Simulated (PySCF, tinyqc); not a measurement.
Worked calculation: RKS/exchange-only LDA in the sto-3g basis, for BH, spin multiplicity 1. The lowest restricted solution is unstable here: a spin-polarised one lies 0.0001 hartree lower (PySCF). Computed by tinyqc, a small Python program that keeps every step (integrals from PySCF). Settings: charge = 0, multiplicity = 1, basis = sto-3g, energy threshold = 1e-09, iteration cap = 58, orthogonalisation = symmetric, start = core, DIIS depth = 0, damping = 0.5, method = RKS, functional = Slater exchange alone, grid = [30, 86]. Command: `OMP_NUM_THREADS=1 python tinyqc.py 22959 22960 out.jsonl` (the two numbers bound the seeds that draw the settings). One thread of a shared host (Intel(R) Xeon(R) Processor @ 2.60GHz), about 0.5 s of CPU time with the checks.

Geometry (angstrom):
```
atom         x         y         z
B     0.000000  0.000000  0.000000
H     0.000000  0.000000  2.044000
```

Stop when the energy changes by less than 1e-09 hartree and every element of the error matrix X^T (F D S - S D F) X is below 9e-06.

Course of the cycle:
```
iteration   E (hartree)     change  largest element of the error matrix
1          -23.50305127          -                             2.60e-01
2          -23.95305864  -4.50e-01                             7.56e-02
3          -24.03887039  -8.58e-02                             6.88e-02
4          -24.07792335  -3.91e-02                             8.41e-02
5          -24.09760135  -1.97e-02                             9.42e-02
6          -24.10419110  -6.59e-03                             1.12e-01
7          -24.10862941  -4.44e-03                             1.05e-01
8          -24.10762458   1.00e-03                             1.23e-01
9          -24.10926337  -1.64e-03                             1.09e-01
10         -24.10697533   2.29e-03                             1.27e-01
11         -24.10850052  -1.53e-03                             1.10e-01
12         -24.10622284   2.28e-03                             1.28e-01
13         -24.10796673  -1.74e-03                             1.11e-01
14         -24.10582569   2.14e-03                             1.28e-01
...                 ...        ...                                  ...
45         -24.10755097  -2.00e-03                             1.11e-01
46         -24.10555215   2.00e-03                             1.28e-01
47         -24.10755097  -2.00e-03                             1.11e-01
48         -24.10555215   2.00e-03                             1.28e-01
49         -24.10755097  -2.00e-03                             1.11e-01
50         -24.10555215   2.00e-03                             1.28e-01
51         -24.10755097  -2.00e-03                             1.11e-01
52         -24.10555215   2.00e-03                             1.28e-01
53         -24.10755097  -2.00e-03                             1.11e-01
54         -24.10555215   2.00e-03                             1.28e-01
55         -24.10755097  -2.00e-03                             1.11e-01
56         -24.10555215   2.00e-03                             1.28e-01
57         -24.10755097  -2.00e-03                             1.11e-01
58         -24.10555215   2.00e-03                             1.28e-01
```

Can the last value be used, and what does the course show?

Not by the stop rule. Not converged within the cap of 58 iterations: the residual has stopped falling: the iteration swings between two states. Reruns (cap 100 unless said): DIIS 8: converged in 13; level shift 0.5: converged in 12; atomic densities as start, DIIS 8: converged in 11; the original settings with a cap of 400: not converged. PySCF RKS in the same basis, fine grid = -24.13851441 hartree, which differs from a converged run on this coarse grid by the grid error.
